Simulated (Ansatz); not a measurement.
## C₃H₇N, SMILES C=CNC: vertical spin-state energies, step by step

With the Ansatz DFT code, driven from Python.

Notebook, run cell by cell (the value of a cell's last expression is shown):

```python
import ansatz as az
```

```python
mol = (
    az.Crystal.molecule()
    .atom('C', [-1.2971, 1.395, -0.4459])
    .atom('C', [-0.3025, 0.7883, 0.0539])
    .atom('N', [-0.1599, -0.5643, 0.0652])
    .atom('C', [1.2071, -1.2114, 0.3454])
    .atom('H', [-2.1735, 0.9043, -0.93])
    .atom('H', [-1.3939, 2.5388, -0.4256])
    .atom('H', [0.5416, 1.3538, 0.5174])
    .atom('H', [-0.7401, -1.0733, -0.5063])
    .atom('H', [1.8295, -1.0639, -0.4443])
    .atom('H', [1.5947, -0.829, 1.2856])
    .atom('H', [0.9595, -2.295, 0.5054])
)
```

```python
setup = mol.calculation()
setup = setup.basis(gaussian='def2-TZVPP')
setup = setup.functional('cam_b3lyp')
found = {}
for unpaired in [0, 2, 4]:
    summary = setup.spin('collinear', total=unpaired).run(threads=1).report
    s = unpaired / 2
    found[unpaired] = summary['free_energy_ev']
    print(f'2S+1 = {unpaired + 1}: E = {found[unpaired]:.5f} eV, <S^2> = {abs(summary["mean_field"]["state"]["spin_squared"]):.3f} (pure state {s * (s + 1):.2f})')
lowest = min(found, key=found.get)
for unpaired, e in found.items():
    print(f'multiplicity {unpaired + 1}: {(e - found[lowest]):.3f} eV above the lowest')
```

    2S+1 = 1: E = -4713.12653 eV, <S^2> = 0.000 (pure state 0.00)
    2S+1 = 3: E = -4708.73097 eV, <S^2> = 2.008 (pure state 2.00)
    2S+1 = 5: E = -4700.64073 eV, <S^2> = 6.010 (pure state 6.00)
    multiplicity 1: 0.000 eV above the lowest
    multiplicity 3: 4.396 eV above the lowest
    multiplicity 5: 12.486 eV above the lowest

In order: multiplicity 1 (+0.00 eV), multiplicity 3 (+4.40 eV) and multiplicity 5 (+12.49 eV), all at the one geometry.

Caveats:
- Total energies depend on the basis set; only differences at equal settings carry meaning.
- The geometry is a force-field or estimated start, not a minimum of this method, and the basis set is short of its limit. All parts are taken at fixed geometry, without zero-point energy.
- Run time: 43 s on 1 thread of Arm Neoverse V2 (shared host), peak memory 0.68 GiB.

(Lines on the test bed's own set-up are left out of the output.)
